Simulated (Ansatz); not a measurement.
# CH6BN (built from SMILES CBN): a reaction path by the nudged elastic band

What path joins these two structures, and how high does it climb? Both ends were relaxed at PBE0-D4 in triple zeta. A second band with other settings follows.

Computed with Ansatz 0.2.0, Gaussian basis. Level: PBE0-D4/def2-SVP.

16 further runs of the same task are left out: 16 set aside as unsound or not needed.

### Step 1. Starting geometry

The first end: 9 atoms, charge 0, spin multiplicity 1.

Atoms are counted from 1 here; the program's logs count them from 0.

Bond lengths: B1–C2 1.568 Å, B1–N3 1.392 Å, B1–H5 1.202 Å, C2–H6 1.094 Å, C2–H7 1.095 Å, C2–H8 1.095 Å, N3–H4 1.007 Å, N3–H9 1.005 Å. Angles: C2–B1–N3 122.0°, C2–B1–H5 121.0°, N3–B1–H5 117.0°, B1–C2–H6 114.3°, B1–C2–H7 110.4°, B1–C2–H8 110.4°, H6–C2–H7 108.0°, H6–C2–H8 108.0°, H7–C2–H8 105.5°, B1–N3–H4 123.1°, B1–N3–H9 123.2°, H4–N3–H9 113.7°.

Geometry (Å):

```xyz
9
charge 0, multiplicity 1
B    -0.47609    0.06580   -0.33636
C     0.29933    0.79007    0.81852
N    -0.04244   -1.14420   -0.86941
H     0.78417   -1.62123   -0.54927
H    -1.47877    0.53863   -0.80176
H     1.19517    0.26256    1.15876
H     0.59845    1.79602    0.50466
H    -0.35564    0.93653    1.68422
H    -0.52428   -1.62427   -1.60935
```

The second end:

```mol
CH6BN
  3D, bonds by distance, orders not assigned

  9  7  0  0  0  0  0  0  0  0999 V2000
   -1.3579   -0.4129   -1.3995 B   0  0
    0.8980    0.7237    1.2541 C   0  0
   -0.8469   -1.4751   -1.7606 N   0  0
    0.9457   -0.1735    0.6376 H   0  0
   -1.8445    0.5963   -1.0573 H   0  0
    1.7402    0.7386    1.9458 H   0  0
    0.9391    1.6058    0.6152 H   0  0
   -0.0341    0.7267    1.8192 H   0  0
   -0.4397   -2.3299   -2.0545 H   0  0
  1  3  8  0
  1  5  8  0
  2  4  8  0
  2  6  8  0
  2  7  8  0
  2  8  8  0
  3  9  8  0
M  END
```

### Step 2. The band at PBE0-D4/def2-SVP

Input file neb/in.yaml:

```yaml
crystal:
  periodic: [false, false, false]
  atoms:
    - {symbol: B, position_ang: [-0.476088, 0.065799, -0.336357]}
    - {symbol: C, position_ang: [0.299331, 0.790066, 0.818516]}
    - {symbol: N, position_ang: [-0.042438, -1.144202, -0.869414]}
    - {symbol: H, position_ang: [0.784169, -1.621231, -0.549274]}
    - {symbol: H, position_ang: [-1.478767, 0.538634, -0.801759]}
    - {symbol: H, position_ang: [1.195166, 0.262561, 1.158758]}
    - {symbol: H, position_ang: [0.598446, 1.796017, 0.504660]}
    - {symbol: H, position_ang: [-0.355641, 0.936526, 1.684224]}
    - {symbol: H, position_ang: [-0.524279, -1.624271, -1.609353]}
basis:
  gaussian: {orbitals: def2-SVP}
hamiltonian: {xc: pbe0, dispersion: d4}
neb:
  images: 5
  climbing: true
  max_iterations: 40
  initial_path: idpp
  final_atoms:
    - {symbol: B, position_ang: [-1.357896, -0.412856, -1.399509]}
    - {symbol: C, position_ang: [0.898008, 0.723695, 1.254141]}
    - {symbol: N, position_ang: [-0.846867, -1.475058, -1.760557]}
    - {symbol: H, position_ang: [0.945720, -0.173503, 0.637612]}
    - {symbol: H, position_ang: [-1.844517, 0.596348, -1.057320]}
    - {symbol: H, position_ang: [1.740154, 0.738612, 1.945759]}
    - {symbol: H, position_ang: [0.939073, 1.605824, 0.615196]}
    - {symbol: H, position_ang: [-0.034108, 0.726744, 1.819156]}
    - {symbol: H, position_ang: [-0.439669, -2.329905, -2.054477]}
```

Started as:

```
> ansatz run in.yaml --threads 2 --pin off --events-out ev --progress --plain --max-ram 4352MiB
```

Output (excerpt; [...] marks lines left out):

```text
Functional definition: PBE0
  name "PBE0"
  cite "Adamo & Barone, J. Chem. Phys. 110, 6158 (1999) doi:10.1063/1.478522"
  cite "Perdew, Burke & Ernzerhof, Phys. Rev. Lett. 77, 3865 (1996) doi:10.1103/PhysRevLett.77.3865"
  parent pbe
[...]
817 factors; integrals over basis functions are off by at most 3.1e-4 eV
[...]
mean field -3295.97774647 eV, -121.1249480887 hartree, gradient 4.7e-5 eV, S^2 0.000000; 0 other end points of the search recorded, 0 dependent functions left out
[...]
reference -3295.97777034 eV, -121.1249489662 hartree; 12, 12 occupied and 60, 60 virtual orbitals, 817 factors
[... from here to the last solve, the lines of the solves are left out (125 solves) ...]
WARN: NEB end point (image 0): max|allowed force component| = 2.578e-1 eV/Å (the criterion of neb.relax_end_points is 1.000e-2). That is over neb.f_tol: it is no minimum, so the barrier can be far off. Relax it first
WARN: NEB end point (image 6): max|allowed force component| = 2.911e-1 eV/Å (the criterion of neb.relax_end_points is 1.000e-2). That is over neb.f_tol: it is no minimum, so the barrier can be far off. Relax it first
NEB iter   1: max|band force component| = 3.722e0 eV/Å  barrier→ = 6.8428 eV  barrier← = 5.1989 eV  Δτ_max = 0.2000 Å  (165 SCF iters)
[...]
NEB iter   5: max|band force component| = 2.646e0 eV/Å  barrier→ = 3.2875 eV  barrier← = 1.6436 eV  Δτ_max = 0.1028 Å  (132 SCF iters)
[...]
NEB iter   9: max|band force component| = 7.380e-1 eV/Å  barrier→ = 3.5017 eV  barrier← = 1.8577 eV  CI = image 2  Δτ_max = 0.1952 Å  (128 SCF iters)
[...]
NEB iter  13: max|band force component| = 8.396e-1 eV/Å  barrier→ = 3.4204 eV  barrier← = 1.7765 eV  CI = image 2  Δτ_max = 0.1006 Å  (124 SCF iters)
[...]
NEB iter  16: max|band force component| = 1.059e-1 eV/Å  barrier→ = 3.4194 eV  barrier← = 1.7754 eV  CI = image 2  Δτ_max = 0.0072 Å  (95 SCF iters)
[...]
NEB iter  17: max|band force component| = 1.608e-2 eV/Å  barrier→ = 3.4194 eV  barrier← = 1.7754 eV  CI = image 2  CI's point: of a kind that is not told: the force calls were inconclusive, a negative curvature could not be distinguished from the path's own, the only one lies far off the [...]
Total energy: -3292.64500330 eV, -121.0024720364 hartree
Atom 0 at    -0.651232    -0.014994    -0.537351 Å, force     0.001736    -0.002446    -0.000474 eV/Å
Atom 1 at     0.493020     0.510976     0.772145 Å, force     0.001502     0.000367     0.001602 eV/Å
Atom 2 at    -0.199395    -1.177643    -1.026764 Å, force    -0.001734     0.000877     0.001376 eV/Å
Atom 3 at     0.522970    -0.542782     0.029148 Å, force    -0.002388     0.001894    -0.002314 eV/Å
Atom 4 at    -1.525587     0.814259    -0.631461 Å, force     0.000488     0.000206    -0.000136 eV/Å
Atom 5 at     1.413301     0.039587     1.170567 Å, force    -0.000063    -0.000088    -0.000045 eV/Å
Atom 6 at     0.785230     1.493430     0.380300 Å, force    -0.000549    -0.000340     0.000027 eV/Å
Atom 7 at    -0.208435     0.595971     1.611666 Å, force     0.000043    -0.000377    -0.000218 eV/Å
Atom 8 at    -0.629973    -1.718907    -1.768250 Å, force     0.000964    -0.000093     0.000181 eV/Å
Dipole moment:     0.122536     0.198243     0.246177 e Å
```

Run time: 85 s. Hardware: 2 threads of Intel Xeon Platinum 8488C, shared host.

The last band:

| image | path (Å) | energy (kcal/mol) | C2–H4 (Å) | B1–C2 (Å) | N3–H4 (Å) |
| --- | --- | --- | --- | --- | --- |
| 0 | 0.00 | 0.0 | 2.81 | 1.57 | 1.01 |
| 1 | 0.79 | 18.9 | 2.04 | 1.61 | 1.02 |
| 2 | 1.58 | 78.9 | 1.29 | 1.82 | 1.43 |
| 3 | 2.22 | 60.4 | 1.11 | 2.33 | 1.88 |
| 4 | 2.86 | 42.9 | 1.10 | 2.79 | 2.32 |
| 5 | 3.51 | 38.2 | 1.10 | 3.25 | 2.79 |
| 6 | 4.15 | 37.9 | 1.09 | 3.66 | 3.26 |

The highest image, 2:

```xyz
9
CH6BN
B    -0.6512   -0.0150   -0.5374
C     0.4930    0.5110    0.7721
N    -0.1994   -1.1776   -1.0268
H     0.5230   -0.5428    0.0291
H    -1.5256    0.8143   -0.6315
H     1.4133    0.0396    1.1706
H     0.7852    1.4934    0.3803
H    -0.2084    0.5960    1.6117
H    -0.6300   -1.7189   -1.7683
```

### Step 3. The band at PBE-D4/def2-SVP, other settings

Changes to neb/in.yaml since step 2:

```diff
@@ -14,8 +14,9 @@
   gaussian: {orbitals: def2-SVP}
-hamiltonian: {xc: pbe0, dispersion: d4}
+hamiltonian: {xc: pbe, dispersion: d4}
 neb:
-  images: 5
+  images: 7
   climbing: true
-  max_iterations: 40
+  max_iterations: 25
   initial_path: idpp
+  f_tol: 0.02
   final_atoms:
```

Started as:

```
> ansatz run in.yaml --threads 2 --pin off --events-out ev --progress --plain --max-ram 4352MiB
```

Output (excerpt; [...] marks lines left out):

```text
Functional definition: PBE
  name "PBE"
[... 2 set-up lines as earlier in the session ...]
[...]
832 factors; their error is unknown
[...]
mean field -3295.27840687 eV, -121.0992478326 hartree, gradient 4.5e-5 eV, S^2 0.000000; 0 other end points of the search recorded, 0 dependent functions left out
[...]
reference -3295.27843892 eV, -121.0992490102 hartree; 12, 12 occupied and 60, 60 virtual orbitals, 832 factors
[... from here to the last solve, the lines of the solves are left out (123 solves) ...]
WARN: NEB end point (image 0): max|allowed force component| = 5.669e-1 eV/Å (the criterion of neb.relax_end_points is 1.000e-2). That is over neb.f_tol: it is no minimum, so the barrier can be far off. Relax it first
WARN: NEB end point (image 8): max|allowed force component| = 9.103e-1 eV/Å (the criterion of neb.relax_end_points is 1.000e-2). That is over neb.f_tol: it is no minimum, so the barrier can be far off. Relax it first
[...]
NEB iter  12: max|band force component| = 1.320e-2 eV/Å  barrier→ = 3.1406 eV  barrier← = 1.6192 eV  CI = image 3  CI's point: of a kind that is not told: the force calls were inconclusive, a negative curvature could not be distinguished from the path's own, the only one lies far off the [...]
Total energy: -3292.24268698 eV, -120.9876871841 hartree
Atom 0 at    -0.661371    -0.008862    -0.541219 Å, force    -0.009391     0.005041    -0.004142 eV/Å
Atom 1 at     0.508250     0.503732     0.778428 Å, force     0.002889     0.001447     0.003520 eV/Å
Atom 2 at    -0.221094    -1.182257    -1.041085 Å, force     0.011570    -0.010192     0.001896 eV/Å
Atom 3 at     0.523852    -0.550200     0.022282 Å, force     0.000111    -0.001443    -0.001073 eV/Å
Atom 4 at    -1.526471     0.844330    -0.618494 Å, force     0.001964    -0.001478     0.000565 eV/Å
Atom 5 at     1.434869     0.027561     1.180399 Å, force    -0.001915     0.002497     0.000350 eV/Å
Atom 6 at     0.804821     1.493583     0.385922 Å, force     0.000245    -0.000355     0.000920 eV/Å
Atom 7 at    -0.197206     0.589723     1.625043 Å, force     0.001064     0.000340     0.000137 eV/Å
Atom 8 at    -0.665751    -1.717710    -1.791275 Å, force    -0.006537     0.004144    -0.002173 eV/Å
Dipole moment:     0.135698     0.173903     0.236552 e Å
```

It took 63 s on 2 threads of Intel Xeon Platinum 8488C, shared host.

The last band:

| image | path (Å) | energy (kcal/mol) | C2–H4 (Å) | B1–C2 (Å) | N3–H4 (Å) |
| --- | --- | --- | --- | --- | --- |
| 0 | 0.00 | 0.0 | 2.81 | 1.57 | 1.01 |
| 1 | 0.54 | 5.3 | 2.34 | 1.59 | 1.02 |
| 2 | 1.08 | 37.8 | 1.79 | 1.66 | 1.08 |
| 3 | 1.63 | 72.4 | 1.30 | 1.84 | 1.44 |
| 4 | 2.14 | 59.0 | 1.13 | 2.25 | 1.82 |
| 5 | 2.65 | 44.6 | 1.10 | 2.63 | 2.14 |
| 6 | 3.17 | 36.3 | 1.10 | 2.99 | 2.54 |
| 7 | 3.68 | 34.4 | 1.11 | 3.35 | 2.87 |
| 8 | 4.20 | 35.1 | 1.09 | 3.66 | 3.26 |

The highest image, 3:

```
B    -0.6614   -0.0089   -0.5412
C     0.5082    0.5037    0.7784
N    -0.2211   -1.1823   -1.0411
H     0.5239   -0.5502    0.0223
H    -1.5265    0.8443   -0.6185
H     1.4349    0.0276    1.1804
H     0.8048    1.4936    0.3859
H    -0.1972    0.5897    1.6250
H    -0.6658   -1.7177   -1.7913
```

### Step 4. Summary of results

```
                                                                       quantity                                                     value
                                                PBE0-D4/def2-SVP, 17 iterations  highest 78.9 kcal/mol (image 2), last end +37.9 kcal/mol
                                                 PBE-D4/def2-SVP, 12 iterations  highest 72.4 kcal/mol (image 3), last end +35.1 kcal/mol
from earlier runs: barrier over the separately found saddle, CCSD(T)/def2-TZVPP                                             81.9 kcal/mol
```

What this shows: The highest image lies 78.9 kcal/mol above the first end, and it climbed, so it estimates the saddle. The ends are not quite minima at this level (largest force component 0.29 eV/Å), so the heights are unreliable: relaxing the first end would lower it and raise the barrier above it. The highest image is 3.1 kcal/mol below the CCSD(T) barrier in triple zeta, which comes from separate runs on the saddle. The second band's highest image lies at 72.4 kcal/mol; the levels differ.
